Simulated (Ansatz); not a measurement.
Steps of a relaxation of C4H4F2, SMILES `CC#CC(F)F` with RKS PBE-D4/def2-SVP.

```sh
$ ansatz run in.yaml --threads 4 --pin off --events-out ev --progress --plain --max-ram 10444MiB
```

```yaml
crystal:
  periodic: [false, false, false]
  atoms:
    - {symbol: C, position_ang: [-0.461800, -1.662200, 1.223400]}
    - {symbol: C, position_ang: [-0.131600, -0.496700, 0.354900]}
    - {symbol: C, position_ang: [0.146000, 0.433600, -0.361100]}
    - {symbol: C, position_ang: [0.625100, 1.567700, -1.205000]}
    - {symbol: F, position_ang: [-0.204400, 1.528500, -2.345000]}
    - {symbol: F, position_ang: [0.267000, 2.735500, -0.562700]}
    - {symbol: H, position_ang: [0.310400, -2.367300, 1.247800]}
    - {symbol: H, position_ang: [-1.380800, -2.081500, 0.831900]}
    - {symbol: H, position_ang: [-0.696200, -1.262700, 2.277000]}
    - {symbol: H, position_ang: [1.609300, 1.553900, -1.458100]}
basis:
  gaussian: {orbitals: def2-SVP}
hamiltonian: {xc: pbe, dispersion: d4}
relax: {f_tol: 0.03, max_steps: 200}
```

Positions (Å) and forces (eV/Å) along the path, 5 of 5 steps:

```xyz
10
step=1 energy=-9626.7482 eV
C    -0.462   -1.662    1.223   -1.469    3.609    0.474
C    -0.132   -0.497    0.355   -0.297   -2.142    1.561
C     0.146    0.434   -0.361    1.455    1.719   -1.248
C     0.625    1.568   -1.205   -6.760   -0.569    1.343
F    -0.204    1.528   -2.345    1.141    0.136    0.141
F     0.267    2.736   -0.563    0.800   -0.019   -0.168
H     0.310   -2.367    1.248    1.676   -1.580    0.103
H    -1.381   -2.082    0.832   -0.676   -0.658   -0.156
H    -0.696   -1.263    2.277    0.339   -0.590   -0.980
H     1.609    1.554   -1.458    3.791    0.094   -1.071
10
step=2 energy=-9627.1921 eV
C    -0.476   -1.649    1.230   -0.415    1.300    0.019
C    -0.136   -0.504    0.371   -0.038   -0.407    0.232
C     0.136    0.441   -0.357    0.267    0.298   -0.160
C     0.563    1.571   -1.202   -1.897    0.022   -0.055
F    -0.171    1.573   -2.393    0.515   -0.035    0.597
F     0.302    2.769   -0.574    0.183   -0.264   -0.107
H     0.338   -2.372    1.264    0.414   -0.473    0.034
H    -1.397   -2.126    0.855   -0.100   -0.235   -0.044
H    -0.692   -1.288    2.269    0.126   -0.185   -0.284
H     1.616    1.535   -1.459    0.945   -0.022   -0.231
10
step=3 energy=-9627.2419 eV
C    -0.483   -1.628    1.225   -0.029    0.144   -0.085
C    -0.139   -0.499    0.372   -0.059   -0.156    0.055
C     0.131    0.446   -0.355    0.043    0.098   -0.003
C     0.542    1.567   -1.198   -0.243    0.079   -0.271
F    -0.168    1.574   -2.384    0.129    0.005    0.282
F     0.315    2.765   -0.569   -0.003   -0.083   -0.038
H     0.347   -2.361    1.266    0.005   -0.057    0.008
H    -1.391   -2.146    0.850    0.044   -0.016    0.010
H    -0.692   -1.288    2.259   -0.002   -0.010    0.044
H     1.621    1.518   -1.461    0.117   -0.005   -0.002
10
step=4 energy=-9627.2446 eV
C    -0.484   -1.625    1.224    0.014    0.004   -0.010
C    -0.139   -0.499    0.371    0.001    0.047   -0.081
C     0.133    0.447   -0.356    0.008   -0.083    0.119
C     0.541    1.568   -1.202   -0.014    0.014   -0.115
F    -0.170    1.574   -2.377    0.014    0.004    0.039
F     0.314    2.763   -0.571   -0.001    0.015    0.010
H     0.343   -2.364    1.268   -0.011    0.003    0.004
H    -1.388   -2.147    0.849    0.002    0.000    0.003
H    -0.693   -1.289    2.261   -0.003   -0.001    0.010
H     1.625    1.521   -1.465   -0.009   -0.003    0.022
10
step=5 energy=-9627.2448 eV
C    -0.484   -1.626    1.222    0.007   -0.002   -0.009
C    -0.125   -0.512    0.360   -0.013    0.019    0.026
C     0.155    0.442   -0.353   -0.003   -0.004   -0.008
C     0.542    1.569   -1.203    0.016    0.000   -0.003
F    -0.180    1.571   -2.369   -0.003    0.000    0.003
F     0.307    2.760   -0.565   -0.005    0.002   -0.004
H     0.334   -2.373    1.281   -0.001   -0.001   -0.003
H    -1.392   -2.143    0.848    0.002   -0.005   -0.001
H    -0.697   -1.275    2.253    0.001   -0.004   -0.001
H     1.624    1.536   -1.473    0.000   -0.005    0.000
```

It took 6 s on 4 threads of an AMD EPYC 7R43 on a shared host, with 0.15 GiB of host memory at the peak.
